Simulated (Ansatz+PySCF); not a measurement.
# doublet CHClF: levels of theory in one basis

```yaml
atoms:
  - { symbol: C, position_ang: [-0.5517, 0.5501, -0.1335] }
  - { symbol: H, position_ang: [-0.7259, 1.4990, 0.3634] }
  - { symbol: F, position_ang: [-1.5274, -0.3424, 0.0275] }
  - { symbol: Cl, position_ang: [1.0460, -0.1011, 0.0112] }
```

Basis set: cc-pVTZ on H, C, F; cc-pV(T+d)Z on Cl (spherical functions). Frozen core: 7 orbitals. Correlation on ROHF uses semicanonical orbitals with singles. Charge 0, multiplicity 2.

Computed with Ansatz (development build ahead of 0.2.0) and PySCF 2.14.0; each method stands on the lowest determinant of its kind that the runs found.

```csv
method,E − E(ROHF) (eV),<S²> of the determinant
ROHF,0.00,0.75
UHF,-0.11,0.76
ROHF-MP2,-15.84,–
UHF-MP2,-15.83,0.76
ROHF-CCSD(T),-17.15,–
UHF-CCSD(T),-17.15,0.76
```

Problem. What does UHF-CCSD give on the same scale?

Solution. -16.53 eV.
